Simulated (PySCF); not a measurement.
# CO2-: EPR parameters at several levels of theory

Aim: compute the EPR parameters of CO2- (`O=[C][O-]`) at several levels, and see how far they spread and what each costs.

The runs use PySCF 2.14.0, with density-fitted response routines of our own; the level of theory stands in each step. All values are computed, except where a source is named. Atoms count from 0, in the outputs and in this text.

**1. The starting structure**

3 atoms, charge -1, multiplicity 2; geometry from: GFN2-xTB.

Bonds of the start (Å): O0–C1 1.25, C1–O2 1.25.

**2. Geometry optimisation at PBE0-D3(BJ)/def2-SVP**

The job: settings as JSON, then the geometry in Å.

```
{"job": {"xc": "PBE0", "basis": "def2-SVP", "d3": "d3bj", "grid": 1, "kind": "geom"}, "charge": -1, "multiplicity": 2}
O     -1.140780    -0.195270    -0.006700
C     -0.001150     0.323320    -0.019140
O      1.164890    -0.133120     0.000730
```

Standard output:

```text
step   0  E = -188.19698424  max force = 0.020722
step   1  E = -188.19762455  max force = 0.002747
step   2  E = -188.19763038  max force = 0.000870
step   3  E = -188.19763225  max force = 0.000095
optimisation converged
```

It took 1.8 s on 1 thread, shared host.

The steps of the relaxation:

```
step  energy from step 0 (eV)  largest force component (eV/Å)
   0                   0.0000                          1.0656
   1                  -0.0174                          0.1413
   2                  -0.0176                          0.0447
   3                  -0.0176                          0.0049
```

Close pairs (by a distance rule), those that changed most:

```csv
bond,before (Å),after (Å),change (Å)
C1–O2,1.252,1.237,-0.016
O0–C1,1.252,1.237,-0.015
```

The end geometry stands in the next job.

```csv
at the end point,value
point group (found at 0.08 Å tolerance),C2v
"rotational constants (GHz, main isotopes)","255.4, 12.127, 11.577"
⟨S²⟩,0.753
```

**3. g tensor and hyperfine couplings: B3LYP/IGLO-III**

The job: settings as JSON, then the geometry in Å.

```
{"job": {"kind": "epr"}, "charge": -1, "multiplicity": 2}
O     -1.129858    -0.186101    -0.004422
C      0.000508     0.315532    -0.018664
O      1.152310    -0.134501    -0.002024
```

With the program's defaults for keys left out, this is: UKS B3LYP, IGLO-III on C O, non-relativistic, mean-field spin-orbit, GIAO.

Standard output:

```text
UKS, coarse grid
  cycle   1  E = -188.45204972  |g| = 7.45e-01
  cycle   2  E = -187.92864550  |g| = 1.41e+00
  cycle   3  E = -188.64863851  |g| = 6.99e-02
  cycle   4  E = -188.65036248  |g| = 3.67e-02
  cycle   5  E = -188.65099410  |g| = 4.59e-03
  cycle   6  E = -188.65100357  |g| = 9.02e-04
UKS, final grid
  cycle   1  E = -188.65098348  |g| = 1.09e-03
  cycle   2  E = -188.65098205  |g| = 2.32e-03
  cycle   3  E = -188.65098390  |g| = 2.93e-04
  cycle   4  E = -188.65098392  |g| = 1.24e-04
  cycle   5  E = -188.65098393  |g| = 3.34e-05
  cycle   6  E = -188.65098393  |g| = 4.45e-06
internal stability: stable
E = -188.65098393 Eh   <S^2> = 0.7533 (exact 0.7500)
g shifts (ppm)      1          2          3
  rmc          -223       -223       -223
  gc             99         30         -1
  oz_so       -4982       -468       1299
  total       -5105       -660       1076
hyperfine (MHz)  atom isotope    a_iso     a_fc   dipolar eigenvalues
    0   17O     -96.77     -96.77    -68.11     31.20     36.91
    1   13C     344.95     344.95    -40.68    -35.26     75.93
    2   17O     -96.78     -96.78    -68.11     31.20     36.90
```

Wall time 4.6 s (1 thread, shared host).

Principal g values 1.99721, 2.00166, 2.00339; g(iso) = 2.00076, against 2.00232 for a free electron.

Mean a(iso) over the nuclei that a row names, and the largest dipolar term of the row (other rows stand at the frozen geometry):

| nuclei | isotope | a(iso) (MHz) | a(iso) (G, at g = 2.0023) | largest dipolar term (MHz) |
| --- | --- | --- | --- | --- |
| C1 | 13C | 345.0 | 123.1 | 75.9 |
| O0, O2 | 17O | -96.8 | -34.5 | -68.1 |

Mulliken spin populations:

```csv
atom,value (e)
O0,0.05
C1,0.91
O2,0.05
```

**4. EPR parameters: PBE/IGLO-III**

The job: settings as JSON, then the geometry in Å.

```
{"job": {"kind": "epr", "xc": "PBE"}, "charge": -1, "multiplicity": 2}
O     -1.129858    -0.186101    -0.004422
C      0.000508     0.315532    -0.018664
O      1.152310    -0.134501    -0.002024
```

Method: UKS PBE, IGLO-III on C O, non-relativistic, mean-field spin-orbit, GIAO.

Standard output:

```text
UKS, coarse grid
  cycle   1  E = -188.24196380  |g| = 7.70e-01
  cycle   2  E = -187.20770559  |g| = 1.78e+00
  cycle   3  E = -188.45111849  |g| = 1.16e-01
  cycle   4  E = -188.45447114  |g| = 8.26e-02
  cycle   5  E = -188.45782123  |g| = 9.73e-03
  cycle   6  E = -188.45786094  |g| = 2.27e-03
  cycle   7  E = -188.45786006  |g| = 2.98e-03
  cycle   8  E = -188.45786288  |g| = 6.21e-04
UKS, final grid
  cycle   1  E = -188.45784509  |g| = 2.12e-03
  cycle   2  E = -188.45782385  |g| = 7.78e-03
  cycle   3  E = -188.45784678  |g| = 8.40e-05
  cycle   4  E = -188.45784679  |g| = 3.67e-05
  cycle   5  E = -188.45784679  |g| = 1.97e-05
internal stability: stable
E = -188.45784679 Eh   <S^2> = 0.7521 (exact 0.7500)
g shifts (ppm)      1          2          3
  rmc          -210       -210       -210
  gc            132         78         22
  oz_so       -4833       -452       1216
  total       -4911       -584       1028
hyperfine (MHz)  atom isotope    a_iso     a_fc   dipolar eigenvalues
    0   17O     -93.41     -93.41    -65.55     29.89     35.66
    1   13C     315.12     315.12    -35.76    -31.69     67.46
    2   17O     -93.41     -93.41    -65.55     29.89     35.66
```

Run time: 3 s. Hardware: 1 thread, shared host.

In short: g(iso) 2.00083.

**5. EPR parameters: PBE0/IGLO-III**

The job: settings as JSON, then the geometry in Å.

```
{"job": {"kind": "epr", "xc": "PBE0"}, "charge": -1, "multiplicity": 2}
O     -1.129858    -0.186101    -0.004422
C      0.000508     0.315532    -0.018664
O      1.152310    -0.134501    -0.002024
```

With the program's defaults for keys left out, this is: UKS PBE0, IGLO-III on C O, non-relativistic, mean-field spin-orbit, GIAO.

Standard output:

```text
UKS, coarse grid
  cycle   1  E = -188.26687787  |g| = 6.90e-01
  cycle   2  E = -187.91765981  |g| = 1.21e+00
  cycle   3  E = -188.43975918  |g| = 6.05e-02
  cycle   4  E = -188.44119280  |g| = 2.70e-02
  cycle   5  E = -188.44152653  |g| = 3.34e-03
  cycle   6  E = -188.44153208  |g| = 7.45e-04
UKS, final grid
  cycle   1  E = -188.44152051  |g| = 5.30e-04
  cycle   2  E = -188.44152026  |g| = 1.01e-03
  cycle   3  E = -188.44152063  |g| = 1.56e-04
  cycle   4  E = -188.44152064  |g| = 3.74e-05
  cycle   5  E = -188.44152064  |g| = 3.50e-05
  cycle   6  E = -188.44152064  |g| = 8.18e-06
internal stability: stable
E = -188.44152064 Eh   <S^2> = 0.7538 (exact 0.7500)
g shifts (ppm)      1          2          3
  rmc          -218       -218       -218
  gc             97         28         -0
  oz_so       -5031       -489       1276
  total       -5152       -679       1057
hyperfine (MHz)  atom isotope    a_iso     a_fc   dipolar eigenvalues
    0   17O     -91.68     -91.68    -67.43     30.36     37.08
    1   13C     334.95     334.95    -41.52    -34.48     75.99
    2   17O     -91.68     -91.68    -67.43     30.35     37.07
```

Run time: 4.4 s. Hardware: 1 thread, shared host.

In short: g(iso) 2.00073.

**6. g tensor and hyperfine couplings: BHandHLYP/IGLO-III**

The job: settings as JSON, then the geometry in Å.

```
{"job": {"kind": "epr", "xc": "BHandHLYP"}, "charge": -1, "multiplicity": 2}
O     -1.129858    -0.186101    -0.004422
C      0.000508     0.315532    -0.018664
O      1.152310    -0.134501    -0.002024
```

With the program's defaults for keys left out, this is: UKS BHandHLYP, IGLO-III on C O, non-relativistic, mean-field spin-orbit, GIAO.

Standard output:

```text
UKS, coarse grid
  cycle   1  E = -188.38307864  |g| = 6.61e-01
  cycle   2  E = -188.26301637  |g| = 9.08e-01
  cycle   3  E = -188.54223160  |g| = 3.10e-02
  cycle   4  E = -188.54269240  |g| = 1.49e-02
  cycle   5  E = -188.54281230  |g| = 3.17e-03
  cycle   6  E = -188.54282259  |g| = 1.01e-03
  cycle   7  E = -188.54282378  |g| = 2.69e-04
UKS, final grid
  cycle   1  E = -188.54281071  |g| = 2.03e-04
  cycle   2  E = -188.54281071  |g| = 2.89e-04
  cycle   3  E = -188.54281074  |g| = 4.61e-05
  cycle   4  E = -188.54281074  |g| = 1.98e-05
internal stability: stable
E = -188.54281074 Eh   <S^2> = 0.7561 (exact 0.7500)
g shifts (ppm)      1          2          3
  rmc          -232       -232       -232
  gc             94         17         -1
  oz_so       -5106       -496       1348
  total       -5245       -711       1114
hyperfine (MHz)  atom isotope    a_iso     a_fc   dipolar eigenvalues
    0   17O     -98.26     -98.26    -69.70     31.72     37.98
    1   13C     370.80     370.80    -46.87    -38.61     85.48
    2   17O     -98.26     -98.26    -69.69     31.72     37.98
```

Wall time 4.3 s (1 thread, shared host).

This run: g(iso) 2.00071.

**7. g tensor and hyperfine couplings: HF/IGLO-III**

The job: settings as JSON, then the geometry in Å.

```
{"job": {"kind": "epr", "xc": "HF"}, "charge": -1, "multiplicity": 2}
O     -1.129858    -0.186101    -0.004422
C      0.000508     0.315532    -0.018664
O      1.152310    -0.134501    -0.002024
```

Level: UKS HF, IGLO-III on C O, non-relativistic, mean-field spin-orbit, GIAO.

Standard output:

```text
UKS, final grid
  cycle   1  E = -187.53898488  |g| = 5.67e-01
  cycle   2  E = -187.60272096  |g| = 4.33e-01
  cycle   3  E = -187.66360910  |g| = 3.55e-02
  cycle   4  E = -187.66510088  |g| = 1.14e-02
  cycle   5  E = -187.66532995  |g| = 5.30e-03
  cycle   6  E = -187.66539396  |g| = 2.08e-03
  cycle   7  E = -187.66540289  |g| = 9.40e-04
  cycle   8  E = -187.66540487  |g| = 4.58e-04
  cycle   9  E = -187.66540539  |g| = 2.35e-04
  cycle  10  E = -187.66540555  |g| = 1.13e-04
  cycle  11  E = -187.66540557  |g| = 6.39e-05
  cycle  12  E = -187.66540557  |g| = 2.27e-05
  cycle  13  E = -187.66540558  |g| = 8.79e-06
internal stability: stable
E = -187.66540558 Eh   <S^2> = 0.7626 (exact 0.7500)
g shifts (ppm)      1          2          3
  rmc          -234       -234       -234
  gc             89          6          2
  oz_so       -5126       -621       1217
  total       -5271       -849        985
hyperfine (MHz)  atom isotope    a_iso     a_fc   dipolar eigenvalues
    0   17O     -99.86     -99.86    -67.71     28.81     38.89
    1   13C     402.63     402.63    -55.97    -41.43     97.40
    2   17O     -99.86     -99.86    -67.71     28.81     38.90
```

Run time: 2.8 s. Hardware: 1 thread, shared host.

This run: g(iso) 2.00061.

**8. EPR parameters: CAM-B3LYP/IGLO-III**

The job: settings as JSON, then the geometry in Å.

```
{"job": {"kind": "epr", "xc": "CAM-B3LYP"}, "charge": -1, "multiplicity": 2}
O     -1.129858    -0.186101    -0.004422
C      0.000508     0.315532    -0.018664
O      1.152310    -0.134501    -0.002024
```

With the program's defaults for keys left out, this is: UKS CAM-B3LYP, IGLO-III on C O, non-relativistic, mean-field spin-orbit, GIAO.

Standard output:

```text
UKS, coarse grid
  cycle   1  E = -188.39487472  |g| = 7.27e-01
  cycle   2  E = -188.18797729  |g| = 1.09e+00
  cycle   3  E = -188.58489649  |g| = 3.82e-02
  cycle   4  E = -188.58544982  |g| = 1.72e-02
  cycle   5  E = -188.58559454  |g| = 3.60e-03
  cycle   6  E = -188.58560483  |g| = 8.62e-04
  cycle   7  E = -188.58560586  |g| = 2.66e-04
UKS, final grid
  cycle   1  E = -188.58558620  |g| = 3.06e-04
  cycle   2  E = -188.58558614  |g| = 5.37e-04
  cycle   3  E = -188.58558624  |g| = 3.85e-05
  cycle   4  E = -188.58558624  |g| = 3.41e-05
  cycle   5  E = -188.58558624  |g| = 8.14e-06
internal stability: stable
E = -188.58558624 Eh   <S^2> = 0.7539 (exact 0.7500)
g shifts (ppm)      1          2          3
  rmc          -224       -224       -224
  gc             99         23         -3
  oz_so       -5042       -480       1289
  total       -5167       -681       1062
hyperfine (MHz)  atom isotope    a_iso     a_fc   dipolar eigenvalues
    0   17O     -95.34     -95.34    -68.13     31.01     37.12
    1   13C     349.38     349.38    -42.81    -36.47     79.28
    2   17O     -95.34     -95.34    -68.12     31.01     37.12
```

Wall time 5.4 s (1 thread, shared host).

Key values: g(iso) 2.00072.

**9. Run by run: EPR parameters**

g, ⟨S²⟩ and isotropic hyperfine couplings (MHz), with basis size and wall time:

```
               run   g(iso)   ⟨S²⟩  13C C1  17O O0 (mean)  functions   time
    B3LYP/IGLO-III  2.00076  0.753   345.0          -96.8        105  4.6 s
      PBE/IGLO-III  2.00083  0.752   315.1          -93.4        105    3 s
     PBE0/IGLO-III  2.00073  0.754   334.9          -91.7        105  4.4 s
BHandHLYP/IGLO-III  2.00071  0.756   370.8          -98.3        105  4.3 s
       HF/IGLO-III  2.00061  0.763   402.6          -99.9        105  2.8 s
CAM-B3LYP/IGLO-III  2.00072  0.754   349.4          -95.3        105  5.4 s
```

**10. What came out**

```
                            quantity                     value
                         point group                       C2v
rotational constants (main isotopes)  255.38, 12.13, 11.58 GHz
                      g(iso) (B3LYP)                   2.00076
                                ⟨S²⟩        0.753 (exact 0.75)
  largest a(iso) (averaged by class)      13C on C1, 345.0 MHz
```

Single values in the summary come from the first run of each kind that ended normally (B3LYP/IGLO-III), which need not be the best level. Relaxing lowered the energy by 0.018 eV in 3 steps; the close pair that moved most is C1–O2, from 1.252 to 1.237 Å. No frequency check was run at this level, so the end point may be a saddle. C1 carries the largest spin population, 0.91 e. The isotropic g lies 1.6 ppt below the free-electron value. The coupling of 13C on C1 runs from 315.1 (PBE/IGLO-III) to 402.6 MHz (HF/IGLO-III).
